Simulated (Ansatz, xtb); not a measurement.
## Isomers of CH2BN in order of energy

4 gas-phase structures of CH2BN, found in a search over its isomers (lower ones may exist). Each was relaxed with GFN2-xTB:

A. `B[N+]#[C-]`, a singlet
B. `BC#N`, a singlet
C. `B1C=N1`, a singlet
D. `B=[N+]=[CH-]`, a singlet

Problem. Which do you expect lowest at r2SCAN-D4/def2-SVP, and how would the others follow?

Solution. Calculated order at r2SCAN-D4/def2-SVP: B (0.0), A (5.3), C (31.1), D (180.5) kJ/mol.

Energies above the lowest of each column, in kJ/mol; the last columns are at B3LYP-D4/def2-TZVP geometries and were run for some of them only (a dash: not run or not comparable):

```json
{"structure": "B", "GFN2-xTB": "0.0", "HF/STO-3G": "0.0", "r2SCAN-D4/def2-SVP": "0.0", "B3LYP-D4/def2-TZVP": "0.0", "CCSD(T)/def2-TZVPP": "0.0"}
{"structure": "A", "GFN2-xTB": "13.4", "HF/STO-3G": "5.3", "r2SCAN-D4/def2-SVP": "5.3", "B3LYP-D4/def2-TZVP": "6.0", "CCSD(T)/def2-TZVPP": "11.3"}
{"structure": "C", "GFN2-xTB": "62.0", "HF/STO-3G": "71.6", "r2SCAN-D4/def2-SVP": "31.1", "B3LYP-D4/def2-TZVP": "55.5", "CCSD(T)/def2-TZVPP": "61.8"}
{"structure": "D", "GFN2-xTB": "118.2", "HF/STO-3G": "289.0", "r2SCAN-D4/def2-SVP": "180.5", "B3LYP-D4/def2-TZVP": "–", "CCSD(T)/def2-TZVPP": "–"}
```

Every level run on B puts it lowest or level with the lowest. Frequencies (B3LYP-D4/def2-TZVP) were run for A, B, C alone.

Over these structures GFN2-xTB departs from r2SCAN-D4/def2-SVP by 28.2 kJ/mol on average once a common shift is removed. A GFN2-xTB relaxation took about 0.05 s and the r2SCAN-D4/def2-SVP energy about 0.64 s on a shared host (Ansatz 0.2.0, xtb 6.7.1).
